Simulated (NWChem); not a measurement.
Program: NWChem. System: O$_{2}$ (+1), charge 1, spin multiplicity 2, at a geometry optimised with UB3LYP/def2-SVP. The structure started from a generated list of species. Its SCF solution wasn't tested for a lower state. Level: UHF/def2-TZVP.

Part of the output:

```
             Northwest Computational Chemistry Package (NWChem) 7.3.0
             --------------------------------------------------------

                                NWChem Input Module
                                -------------------

 Scaling coordinates for geometry "geometry" by  1.889725989
 (inverse scale =  0.529177249)

 Turning off AUTOSYM since
 SYMMETRY directive was detected!

                             Geometry "geometry" -> ""
                             -------------------------

 Output coordinates in angstroms (scale by  1.889725989 to convert to a.u.)

  No.       Tag          Charge          X              Y              Z
 ---- ---------------- ---------- -------------- -------------- --------------
    1 O                    8.0000     0.00000000     0.00000000     0.55348800
    2 O                    8.0000     0.00000000     0.00000000    -0.55348800

 Effective nuclear repulsion energy (a.u.)      30.5944699216

            Nuclear Dipole moment (a.u.)
            ----------------------------
        X                 Y               Z
 ---------------- ---------------- ----------------
     0.0000000000     0.0000000000     0.0000000000

      Symmetry information
      --------------------

 Group name             D2h
 Group number             26
 Group order               8
 No. of unique centers     1

      Symmetry unique atoms

     1


 Summary of "ao basis" -> "" (spherical)
 ------------------------------------------------------------------------------
       Tag                 Description            Shells   Functions and Types
 ---------------- ------------------------------  ------  ---------------------
 *                         def2-tzvp                  on all atoms

 Summary of "ao basis" -> "ao basis" (spherical)
 ------------------------------------------------------------------------------
       Tag                 Description            Shells   Functions and Types
 ---------------- ------------------------------  ------  ---------------------
 O                         def2-tzvp                11       31   5s3p2d1f

                                 NWChem SCF Module
                                 -----------------

  ao basis        = "ao basis"
  functions       =    62
  atoms           =     2
  alpha electrons =     8
  beta  electrons =     7
  charge          =   1.00
  wavefunction    = UHF
  use symmetry    = T
  symmetry adapt  = T

[...]
     9      0.299134  1 O  px                40      0.299134  2 O  px

 Vector    8  Occ=0.000000D+00  E=-3.611674D-01  Symmetry=b3g
              MO Center= -3.3D-33,  3.5D-32,  8.0D-17, r^2= 1.0D+00
   Bfn.  Coefficient  Atom+Function         Bfn.  Coefficient  Atom+Function
  ----- ------------  ---------------      ----- ------------  ---------------
     7      0.368996  1 O  py                38     -0.368996  2 O  py
    10      0.356208  1 O  py                41     -0.356208  2 O  py
    13      0.340619  1 O  py                44     -0.340619  2 O  py

 Vector    9  Occ=0.000000D+00  E=-3.048992D-01  Symmetry=b2g
              MO Center=  1.4D-17,  4.7D-19, -2.2D-17, r^2= 1.1D+00
   Bfn.  Coefficient  Atom+Function         Bfn.  Coefficient  Atom+Function
  ----- ------------  ---------------      ----- ------------  ---------------
    12      0.382662  1 O  px                43     -0.382662  2 O  px
     6      0.360396  1 O  px                37     -0.360396  2 O  px
     9      0.345730  1 O  px                40     -0.345730  2 O  px

 Vector   10  Occ=0.000000D+00  E= 9.379462D-02  Symmetry=b1u
              MO Center= -3.6D-19, -2.4D-33,  7.6D-16, r^2= 3.5D+00
   Bfn.  Coefficient  Atom+Function         Bfn.  Coefficient  Atom+Function
  ----- ------------  ---------------      ----- ------------  ---------------
     5      3.032317  1 O  s                 36     -3.032317  2 O  s
    14     -2.075777  1 O  pz                45     -2.075777  2 O  pz
     4      0.346974  1 O  s                 35     -0.346974  2 O  s
    11     -0.156091  1 O  pz                42     -0.156091  2 O  pz

 center of mass
 --------------
 x =   0.00000000 y =   0.00000000 z =   0.00000000

 moments of inertia (a.u.)
 ------------------
          34.996602682507           0.000000000000           0.000000000000
           0.000000000000          34.996602682507           0.000000000000
           0.000000000000           0.000000000000           0.000000000000

  Mulliken analysis of the total density
  --------------------------------------

    Atom       Charge   Shell Charges
 -----------   ------   -------------------------------------------------------
    1 O    8     7.50   0.80  1.18  0.66  0.99  0.25  1.68  1.60  0.27  0.01  0.07  0.01
    2 O    8     7.50   0.80  1.18  0.66  0.99  0.25  1.68  1.60  0.27  0.01  0.07  0.01

  Mulliken analysis of the alpha density
  --------------------------------------

    Atom       Charge   Shell Charges
 -----------   ------   -------------------------------------------------------
    1 O    8     4.00   0.40  0.59  0.34  0.50  0.12  0.99  0.89  0.13  0.01  0.03  0.00
    2 O    8     4.00   0.40  0.59  0.34  0.50  0.12  0.99  0.89  0.13  0.01  0.03  0.00

   Mulliken analysis of the beta density
   -------------------------------------

    Atom       Charge   Shell Charges
 -----------   ------   -------------------------------------------------------
    1 O    8     3.50   0.40  0.59  0.32  0.49  0.13  0.68  0.70  0.14  0.01  0.04  0.00
    2 O    8     3.50   0.40  0.59  0.32  0.49  0.13  0.68  0.70  0.14  0.01  0.04  0.00

   Mulliken analysis of the spin density
   -------------------------------------

    Atom       Charge   Shell Charges
 -----------   ------   -------------------------------------------------------
    1 O    8     0.50   0.00 -0.00  0.02  0.00 -0.01  0.31  0.19 -0.00 -0.00 -0.01 -0.00
    2 O    8     0.50   0.00 -0.00  0.02  0.00 -0.01  0.31  0.19 -0.00 -0.00 -0.01 -0.00

       Multipole analysis of the density wrt the origin
       ------------------------------------------------

     L   x y z        total         alpha         beta         nuclear
     -   - - -        -----         -----         ----         -------
     0   0 0 0      1.000000     -8.000000     -7.000000     16.000000

     1   1 0 0      0.000000      0.000000     -0.000000      0.000000
     1   0 1 0     -0.000000      0.000000     -0.000000      0.000000
     1   0 0 1     -0.000000     -0.000000     -0.000000      0.000000

     2   2 0 0     -6.137293     -3.415189     -2.722104      0.000000
     2   1 1 0     -0.000000      0.000000     -0.000000      0.000000
     2   1 0 1      0.000000     -0.000000      0.000000      0.000000
     2   0 2 0     -5.632297     -2.885436     -2.746861      0.000000
     2   0 1 1      0.000000      0.000000      0.000000      0.000000
     2   0 0 2     -4.950668    -12.000384    -10.454154     17.503870

 Task  times  cpu:        0.4s     wall:        0.4s

 Total times  cpu:        0.5s     wall:        0.5s
```

### Question
Write an NWChem input that would produce this output.

### Answer
One answer among several that fit: 
```
start mol
memory heap 200 mb stack 900 mb global 1100 mb
charge 1
geometry units angstroms nocenter noautoz
  O      0.000000     0.000000     0.553488
  O      0.000000     0.000000    -0.553488
  symmetry group D2h
end
basis spherical
  * library def2-tzvp
end
scf
  uhf
  nopen 1
  maxiter 100
  thresh 1e-7
  semidirect memsize 60000000 filesize 0
  # guess.movecs holds the orbitals of an unrestricted PBE0 run
  vectors input guess.movecs output mol.movecs
end
task scf energy
```
